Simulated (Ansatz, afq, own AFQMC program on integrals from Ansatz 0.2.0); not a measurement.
**AlSiH2 (doublet): quantum Monte Carlo beside coupled cluster at distance Si1–Al2 = 6.566 Å, cc-pVDZ**

How near does AFQMC come to the top of the ladder for AlSiH2 (doublet)?

Program: Ansatz 0.2.0, Gaussian basis, and an in-house AFQMC program (afq) on its integrals; all values are calculated. Level of theory: cc-pVDZ, frozen cores. These are calculated values, not measurements.

To be run: PBE (unrestricted); r2SCAN (unrestricted); PBE0 (unrestricted); B3LYP (unrestricted); wB97M-V (unrestricted); B2PLYP (unrestricted); CCSD(T) on UHF; CCSDT(Q) on UHF; Phaseless AFQMC, CISD trial on UHF.

## Step 1: The system

The geometry derives from a PBE0/def2-TZVP stationary point (not a proven minimum). One bond is set to the value named and the two fragments are kept rigid.

4 atoms, charge 0, spin multiplicity 2.

Atoms are counted from 1 here; the program's logs count them from 0.

Bond lengths: Al2–H3 1.595 Å, Al2–H4 1.595 Å. Angles: H3–Al2–H4 119.9°.

## Step 2: PBE (unrestricted)

Contents of in.yaml:

```yaml
crystal:
  periodic: [false, false, false]
  atoms:
    - {symbol: Si, position_ang: [0.000000, 0.000000, 5.323556]}
    - {symbol: Al, position_ang: [0.000000, 0.000000, -1.242444]}
    - {symbol: H, position_ang: [0.000000, -1.380606, -2.040556]}
    - {symbol: H, position_ang: [0.000000, 1.380606, -2.040556]}
basis:
  gaussian: {orbitals: cc-pVDZ}
magnetization: {spin_polarized: true, initial_magnetization: 1}
hamiltonian: {xc: {name: PBE}}
output: {orbitals: {seedname: orbitals}}
```

Started as:

```bash
ansatz run in.yaml --threads 1 --pin off --events-out ev --progress --plain --max-ram 1382MiB
```

The log of the run:

```text
Functional definition: PBE
  name "PBE"
  cite "Perdew, Burke & Ernzerhof, Phys. Rev. Lett. 77, 3865 (1996) doi:10.1103/PhysRevLett.77.3865"
  parent pbe
  parameter kappa = 0.804
  parameter beta = 0.06672455060314922
  exchange = pbe_x(kappa = kappa, mu = beta*pi^2/3)
  correlation = pbe_c(beta = beta)
451 factors; integrals over basis functions are off by at most 1.1e-3 eV
mean field evaluation 1: about -14485.9598 eV, gradient 1.3e1 eV
mean field evaluation 2: about -14358.8166 eV, gradient 5.7e1 eV
mean field evaluation 4: about -14485.4062 eV, gradient 1.3e1 eV
mean field evaluation 8: about -14493.5298 eV, gradient 7.5e-1 eV
mean field evaluation 16: about -14493.5379 eV, gradient 2.5e-1 eV
mean field evaluation 32: about -14493.5396 eV, gradient 4.3e-2 eV
mean field evaluation 64: about -14493.5398 eV, gradient 5.2e-5 eV
mean field evaluation 96: about -14493.5398 eV, gradient 1.5e-4 eV
mean field evaluation 128: about -14493.5398 eV, gradient 5.6e-3 eV
mean field evaluation 160: about -14492.8612 eV, gradient 4.8e0 eV
mean field evaluation 192: about -14493.2499 eV, gradient 1.0e-1 eV
mean field -14493.54133363 eV, -532.6278199357 hartree, gradient 2.9e-6 eV, S^2 1.754209; 14 other end points of the search recorded, 0 dependent functions left out
reference -14493.54138140 eV, -532.6278216914 hartree; 15, 14 occupied and 31, 32 virtual orbitals, 451 factors
Total energy: -14493.54138140 eV, -532.6278216914 hartree
```

Run time: 11 s. Hardware: 1 thread of Intel Xeon 6975P-C (Granite Rapids), shared host.

From the report: ⟨S²⟩ of the determinant 1.754 (pure doublet: 0.75). The determinant is far from a pure spin state, so its energy mixes those of several spin states (harmless only where they are near-degenerate, as at dissociation).

## Step 3: r2SCAN (unrestricted)

Changes to in.yaml since step 2:

```diff
@@ -10,3 +10,2 @@
 magnetization: {spin_polarized: true, initial_magnetization: 1}
-hamiltonian: {xc: {name: PBE}}
-output: {orbitals: {seedname: orbitals}}
+hamiltonian: {xc: {name: r2SCAN}}
```

Launched as before.

The log of the run, cut to the lines that bear on the results:

```text
Functional definition: r2SCAN
  name "r2SCAN"
  cite "Furness, Kaplan, Ning, Perdew & Sun, J. Phys. Chem. Lett. 11, 8208 (2020) doi:10.1021/acs.jpclett.0c02405"
  cite "Furness, Kaplan, Ning, Perdew & Sun, J. Phys. Chem. Lett. 11, 9248 (2020) doi:10.1021/acs.jpclett.0c03077"
  parent r2scan
[...]
451 factors; integrals over basis functions are off by at most 1.1e-3 eV
[...]
mean field -14499.94064381 eV, -532.8629902474 hartree, gradient 2.0e-6 eV, S^2 1.757391; 24 other end points of the search recorded, 0 dependent functions left out
reference -14499.94066237 eV, -532.8629909294 hartree; 15, 14 occupied and 31, 32 virtual orbitals, 451 factors
Total energy: -14499.94066237 eV, -532.8629909294 hartree
```

It took 54 s on 1 thread of Intel Xeon 6975P-C (Granite Rapids), shared host.

From the report: ⟨S²⟩ of the determinant 1.757 (pure doublet: 0.75). The determinant is far from a pure spin state, so its energy mixes those of several spin states (harmless only where they are near-degenerate, as at dissociation).

## Step 4: PBE0 (unrestricted)

Changes to in.yaml since step 3:

```diff
@@ -10,2 +10,3 @@
 magnetization: {spin_polarized: true, initial_magnetization: 1}
-hamiltonian: {xc: {name: r2SCAN}}
+hamiltonian: {xc: {name: PBE0}}
+output: {orbitals: {seedname: orbitals}}
```

Launched as before.

The log of the run, cut to the lines that bear on the results:

```text
Functional definition: PBE0
  name "PBE0"
  cite "Adamo & Barone, J. Chem. Phys. 110, 6158 (1999) doi:10.1063/1.478522"
  cite "Perdew, Burke & Ernzerhof, Phys. Rev. Lett. 77, 3865 (1996) doi:10.1103/PhysRevLett.77.3865"
  parent pbe
[...]
451 factors; integrals over basis functions are off by at most 1.1e-3 eV
[...]
mean field -14495.07029876 eV, -532.6840083679 hartree, gradient 1.4e-6 eV, S^2 1.755799; 10 other end points of the search recorded, 0 dependent functions left out
reference -14495.07033459 eV, -532.6840096846 hartree; 15, 14 occupied and 31, 32 virtual orbitals, 451 factors
Total energy: -14495.07033459 eV, -532.6840096846 hartree
```

Run time: 9.5 s. Hardware: 1 thread of Intel Xeon 6975P-C (Granite Rapids), shared host.

From the report: ⟨S²⟩ of the determinant 1.756 (pure doublet: 0.75). The determinant is far from a pure spin state, so its energy mixes those of several spin states (harmless only where they are near-degenerate, as at dissociation).

## Step 5: B3LYP (unrestricted)

Changes to in.yaml since step 4:

```diff
@@ -10,3 +10,2 @@
 magnetization: {spin_polarized: true, initial_magnetization: 1}
-hamiltonian: {xc: {name: PBE0}}
-output: {orbitals: {seedname: orbitals}}
+hamiltonian: {xc: {name: B3LYP}}
```

The command is unchanged.

The log of the run, cut to the lines that bear on the results:

```text
Functional definition: B3LYP
  name "B3LYP"
  cite "Stephens, Devlin, Chabalowski & Frisch, J. Phys. Chem. 98, 11623 (1994) doi:10.1021/j100096a001"
  cite "Becke, Phys. Rev. A 38, 3098 (1988) doi:10.1103/PhysRevA.38.3098"
  cite "Lee, Yang & Parr, Phys. Rev. B 37, 785 (1988) doi:10.1103/PhysRevB.37.785"
  cite "Vosko, Wilk & Nusair, Can. J. Phys. 58, 1200 (1980) doi:10.1139/p80-159"
[...]
451 factors; integrals over basis functions are off by at most 1.1e-3 eV
[...]
mean field -14502.81897680 eV, -532.9687670337 hartree, gradient 7.0e-6 eV, S^2 1.752756; 20 other end points of the search recorded, 0 dependent functions left out
reference -14502.81925928 eV, -532.9687774148 hartree; 15, 14 occupied and 31, 32 virtual orbitals, 451 factors
Total energy: -14502.81925928 eV, -532.9687774148 hartree
```

Wall time 17 s (1 thread of Intel Xeon 6975P-C (Granite Rapids), shared host).

From the report: ⟨S²⟩ of the determinant 1.753 (pure doublet: 0.75). The determinant is far from a pure spin state, so its energy mixes those of several spin states (harmless only where they are near-degenerate, as at dissociation).

## Step 6: wB97M-V (unrestricted)

Changes to in.yaml since step 5:

```diff
@@ -10,2 +10,3 @@
 magnetization: {spin_polarized: true, initial_magnetization: 1}
-hamiltonian: {xc: {name: B3LYP}}
+hamiltonian: {xc: {name: wB97M-V}}
+output: {orbitals: {seedname: orbitals}}
```

The command is unchanged.

The log of the run, cut to the lines that bear on the results:

```text
Functional definition: wB97M-V
  name "wB97M-V"
  cite "Mardirossian & Head-Gordon, J. Chem. Phys. 144, 214110 (2016) doi:10.1063/1.4952647"
  cite "Becke, J. Chem. Phys. 107, 8554 (1997) doi:10.1063/1.475007"
  cite "Vydrov & Van Voorhis, J. Chem. Phys. 133, 244103 (2010) doi:10.1063/1.3521275"
  # Of w^i u^j: cxij and so on, Table III.
[...]
  gx(w, u) = 1 - cx + cx01*u + cx10*w
  gss(w, u) = css00 + css04*u^4 + css10*w + css20*w^2 + css43*w^4*u^3
  gos(w, u) = cos00 + cos10*w + (cos20 + cos21*u)*w^2 + (cos60 + cos61*u)*w^6
[...]
      + integral(e_c_pw_mod_opposite_spin*gos(b97_w_opposite, b97_u_opposite)) + vv10(b, c)
451 factors; integrals over basis functions are off by at most 1.1e-3 eV
169 factors; integrals over basis functions are off by at most 1.9e-5 eV
[...]
mean field -14500.25536634 eV, -532.8745560870 hartree, gradient 4.9e-6 eV, S^2 1.750426; 7 other end points of the search recorded, 0 dependent functions left out
reference -14500.25541808 eV, -532.8745579882 hartree; 15, 14 occupied and 31, 32 virtual orbitals, 451 factors
Total energy: -14500.25541808 eV, -532.8745579882 hartree
```

It took 20 s on 1 thread of Intel Xeon 6975P-C (Granite Rapids), shared host.

From the report: ⟨S²⟩ of the determinant 1.750 (pure doublet: 0.75). The determinant is far from a pure spin state, so its energy mixes those of several spin states (harmless only where they are near-degenerate, as at dissociation).

## Step 7: B2PLYP (unrestricted)

Changes to in.yaml since step 6:

```diff
@@ -10,3 +10,3 @@
 magnetization: {spin_polarized: true, initial_magnetization: 1}
-hamiltonian: {xc: {name: wB97M-V}}
-output: {orbitals: {seedname: orbitals}}
+hamiltonian: {xc: {name: B2PLYP}}
+correlation: {electrons: outside_noble_gas}
```

Launched as before.

The log of the run, cut to the lines that bear on the results:

```text
Functional definition: B2PLYP
  name "B2PLYP"
  cite "Grimme, J. Chem. Phys. 124, 034108 (2006) doi:10.1063/1.2148954"
  cite "Becke, Phys. Rev. A 38, 3098 (1988) doi:10.1103/PhysRevA.38.3098"
  cite "Lee, Yang & Parr, Phys. Rev. B 37, 785 (1988) doi:10.1103/PhysRevB.37.785"
[...]
451 factors; integrals over basis functions are off by at most 1.1e-3 eV
[...]
mean field -14493.96276486 eV, -532.6433072479 hartree, gradient 1.6e-10 eV, S^2 1.758098; 9 other end points of the search recorded, 0 dependent functions left out
10 core orbitals not correlated: weight in the atoms' cores, before any rotation towards them, 1.000 or more for the frozen orbitals, at most 0.000 for the correlated occupied ones
reference -14493.96294110 eV, -532.6433137243 hartree; 5, 4 occupied and 31, 32 virtual orbitals, 451 factors
second order -3.50416919 eV of doubles, -0.00000000 eV of singles
Total energy: -14494.90906678 eV, -532.6780832018 hartree
```

Wall time 10 s (1 thread of Intel Xeon 6975P-C (Granite Rapids), shared host).

From the report: ⟨S²⟩ of the determinant 1.758 (pure doublet: 0.75). The determinant is far from a pure spin state, so its energy mixes those of several spin states (harmless only where they are near-degenerate, as at dissociation).

## Step 8: CCSD(T) on UHF

Changes to in.yaml since step 7:

```diff
@@ -10,3 +10,2 @@
 magnetization: {spin_polarized: true, initial_magnetization: 1}
-hamiltonian: {xc: {name: B2PLYP}}
-correlation: {electrons: outside_noble_gas}
+correlation: {method: ccsd_t, electrons: outside_noble_gas, hamiltonian_folder: ham}
```

Same command.

The log of the run, cut to the lines that bear on the results:

```text
Functional definition: HF
  name "HF"
  cite "Fock, Z. Phys. 61, 126 (1930) doi:10.1007/BF01340294"
  parent pbe
[...]
451 factors; integrals over basis functions are off by at most 1.1e-3 eV
[...]
mean field -14473.08284167 eV, -531.8759842236 hartree, gradient 1.0e-10 eV, S^2 1.764301; 37 other end points of the search recorded, 0 dependent functions left out
determinant -14473.08284167 eV, -531.8759842236 hartree, with singles and doubles -14476.86916664 eV, -532.0151290998 hartree
determinant -14473.08072550 eV, -531.8759064557 hartree, with singles and doubles -14476.86711258 eV, -532.0150536144 hartree
determinant -14473.07916181 eV, -531.8758489911 hartree, with singles and doubles -14476.86574691 eV, -532.0150034271 hartree
determinant -14472.73091193 eV, -531.8630510440 hartree, with singles and doubles -14476.49149884 eV, -532.0012500638 hartree
[...]
determinant -14472.72897716 eV, -531.8629799424 hartree, with singles and doubles -14476.51275121 eV, -532.0020310743 hartree
determinant -14472.72746202 eV, -531.8629242622 hartree, with singles and doubles -14476.51140682 eV, -532.0019816686 hartree
determinant -14472.72735975 eV, -531.8629205039 hartree, with singles and doubles -14476.51137846 eV, -532.0019806267 hartree
determinant -14472.72584266 eV, -531.8628647519 hartree, with singles and doubles -14476.51003290 eV, -532.0019311783 hartree
10 core orbitals not correlated: weight in the atoms' cores, before any rotation towards them, 1.000 or more for the frozen orbitals, at most 0.000 for the correlated occupied ones
reference -14473.08284167 eV, -531.8759842236 hartree; 5, 4 occupied and 31, 32 virtual orbitals, 451 factors
second order -2.74075596 eV of doubles, -0.00000000 eV of singles
cycle   1  -3.78653302 eV  change    2.2e-7 eV  update   3.2e-6
perturbative correction -0.05640388 eV, -0.0020728043 hartree
Total energy: -14476.92577858 eV, -532.0172095499 hartree
```

Wall time 10 s (1 thread of Intel Xeon 6975P-C (Granite Rapids), shared host).

From the report: ⟨S²⟩ of the determinant 1.764 (pure doublet: 0.75); correlation -3.8429 eV; T1 0.012; largest double amplitude 0.11. The determinant is far from a pure spin state, so its energy mixes those of several spin states (harmless only where they are near-degenerate, as at dissociation).

This run also writes the integrals to the folder ham.

## Step 9: CCSDT(Q) on UHF

Changes to in.yaml since step 8:

```diff
@@ -10,2 +10,2 @@
 magnetization: {spin_polarized: true, initial_magnetization: 1}
-correlation: {method: ccsd_t, electrons: outside_noble_gas, hamiltonian_folder: ham}
+correlation: {method: ccsdt_q, electrons: outside_noble_gas}
```

Same command.

The log of the run, cut to the lines that bear on the results:

```text
Functional definition: HF
  name "HF"
  cite "Fock, Z. Phys. 61, 126 (1930) doi:10.1007/BF01340294"
  parent pbe
[...]
815 factors; integrals over basis functions are off by at most 2.2e-7 eV
[...]
mean field -14473.08288040 eV, -531.8759856467 hartree, gradient 3.4e-11 eV, S^2 1.764301; 36 other end points of the search recorded, 0 dependent functions left out
determinant -14473.08288040 eV, -531.8759856467 hartree, with singles and doubles -14476.86921262 eV, -532.0151307892 hartree
determinant -14473.08076460 eV, -531.8759078924 hartree, with singles and doubles -14476.86715860 eV, -532.0150553054 hartree
determinant -14473.07920093 eV, -531.8758504288 hartree, with singles and doubles -14476.86579279 eV, -532.0150051130 hartree
determinant -14472.73095384 eV, -531.8630525842 hartree, with singles and doubles -14476.49154652 eV, -532.0012518162 hartree
[...]
determinant -14472.72751964 eV, -531.8629263796 hartree, with singles and doubles -14476.51146946 eV, -532.0019839707 hartree
determinant -14472.72740203 eV, -531.8629220577 hartree, with singles and doubles -14476.51142939 eV, -532.0019824983 hartree
determinant -14472.72590031 eV, -531.8628668704 hartree, with singles and doubles -14476.51009613 eV, -532.0019335019 hartree
10 core orbitals not correlated: weight in the atoms' cores, before any rotation towards them, 1.000 or more for the frozen orbitals, at most 0.000 for the correlated occupied ones
reference -14473.08288040 eV, -531.8759856467 hartree; 5, 4 occupied and 31, 32 virtual orbitals, 815 factors
second order -2.74079634 eV of doubles, -0.00000000 eV of singles
cycle   1  -3.45699259 eV  change   -7.2e-1 eV  update   7.7e-2
[...]
cycle  33  -3.86608893 eV  change   -3.3e-8 eV  update   9.1e-7
perturbative correction -0.00134649 eV, -0.0000494827 hartree
Total energy: -14476.95031582 eV, -532.0181112770 hartree
```

It took 22 s on 1 thread of Intel Xeon 6975P-C (Granite Rapids), shared host.

From the report: ⟨S²⟩ of the determinant 1.764 (pure doublet: 0.75); correlation -3.8674 eV; T1 0.013; largest double amplitude 0.11. The determinant is far from a pure spin state, so its energy mixes those of several spin states (harmless only where they are near-degenerate, as at dissociation).

## Step 10: Phaseless AFQMC, CISD trial on UHF

It reads the integrals that the CCSD(T) run on this determinant wrote.

Started as:

```bash
afq ham --method phaseless --trial cisd --walkers 60 --populations 1 --least-time 40 --time-step 0.005 --steps-per-block 50 --equilibration-blocks 40 --max-blocks 300 --target-error 0.00072 --factor-cut 1e-05 --start spin_pure --seed 5898 --release-times 0.24,0.51,0.99,1.62,2.4 --release-step 0.03 --release-every 4 --taylor-order 6
```

The log of the run:

```text
orbitals 36  electrons 5 4  factors 231 of 451
reference energy -531.87598422 Eh
CCSD correlation -0.13915242 Eh in 11 cycles, weight of the determinant in the CISD state 0.8905
energy of the start -532.014956 Eh
 block  time / (1/Eh)  mean weight  energy / Eh
     1     0.250  0.9984  -532.013303
     2     0.500  0.9999  -532.013532
     3     0.750  0.9988  -532.014257
     4     1.000  0.9988  -532.014885
     5     1.250  1.0010  -532.016344
     6     1.500  1.0007  -532.016302
     7     1.750  1.0000  -532.016563
     8     2.000  1.0010  -532.016438
     9     2.250  0.9985  -532.016561
    10     2.500  0.9994  -532.017072
    11     2.750  0.9983  -532.018650
    16     4.000  1.0014  -532.017166
    21     5.250  0.9994  -532.017289
    26     6.500  1.0011  -532.019816
    31     7.750  0.9991  -532.020213
    36     9.000  1.0001  -532.016413
    41    10.250  1.0004  -532.014430
    46    11.500  1.0013  -532.021472
    51    12.750  1.0013  -532.019264
    56    14.000  1.0007  -532.017821
    61    15.250  0.9998  -532.017079
    66    16.500  1.0018  -532.019140
    71    17.750  1.0002  -532.017954
    76    19.000  1.0008  -532.018089
    81    20.250  0.9999  -532.018824
    86    21.500  1.0004  -532.016550
    91    22.750  0.9977  -532.016704
    96    24.000  1.0004  -532.016874
   101    25.250  0.9974  -532.019257
   106    26.500  0.9995  -532.021788
   111    27.750  1.0004  -532.016595
   116    29.000  1.0018  -532.017693
   121    30.250  1.0003  -532.017981
   126    31.500  1.0004  -532.018600
   131    32.750  1.0011  -532.017318
   136    34.000  1.0001  -532.020370
   141    35.250  1.0003  -532.016108
   146    36.500  1.0011  -532.018544
   151    37.750  1.0012  -532.018079
   156    39.000  0.9998  -532.016694
   161    40.250  0.9998  -532.017434
   166    41.500  1.0006  -532.016353
   171    42.750  0.9990  -532.015898
   176    44.000  1.0000  -532.018517
   181    45.250  0.9986  -532.025572
   186    46.500  0.9990  -532.017782
   191    47.750  0.9993  -532.015897
   196    49.000  1.0002  -532.019590
blocks merged  error / Eh  count
     1  0.000157  160
     2  0.000191  80
     4  0.000225  40
     8  0.000250  20
    16  0.000282  10
released: time / (1/Eh)  energy / Eh  error  mean overlap
  0.24  -532.018312  0.000267  1.0037
  0.51  -532.018688  0.000271  0.9857
  0.99  -532.018256  0.000277  0.9824
  1.62  -532.018201  0.000247  0.9675
  2.40  -532.018195  0.000371  0.9540
energy -532.018106 +/- 0.000250 Eh
```

Run time: 2.6 min. Hardware: 1 thread of Intel Xeon 6975P-C (Granite Rapids), shared host.

Energy -14476.9502 ± 0.0068 eV. Caveats: constraint bias not in the error.

## Step 11: All levels side by side

On the UHF determinant, counted from CCSDT(Q) (a yardstick, not exact):

```csv
level,energy (eV),from CCSDT(Q) (kcal/mol),statistical error (kcal/mol),time
HF,-14473.0828,+89.19,,
MP2,-14475.8236,+25.98,,
CCSD,-14476.8694,+1.87,,
CCSD(T),-14476.9258,+0.57,,
CCSDT(Q),-14476.9503,0.00,,
"Phaseless AFQMC, CISD trial, step 0.005, 60 walkers",-14476.9502,0.00,0.16,2.6 min
```

The functionals' totals stand on their own zeros and serve differences with other points: PBE -14493.541 eV; r2SCAN -14499.941 eV; PBE0 -14495.070 eV; B3LYP -14502.819 eV; wB97M-V -14500.255 eV; B2PLYP -14494.909 eV.

## Step 12: Summary of results

| quantity | value |
| --- | --- |
| CCSD(T) on UHF from CCSDT(Q) | +0.57 kcal/mol |
| Phaseless AFQMC, CISD trial on UHF from CCSDT(Q) | 0.00 ± 0.16 kcal/mol |

What this shows: On UHF the phaseless walk with the CISD trial lies 0.00 kcal/mol from CCSDT(Q), within three error bars. Error bars are statistical and leave out the constraint, the time step and what remains of the start.
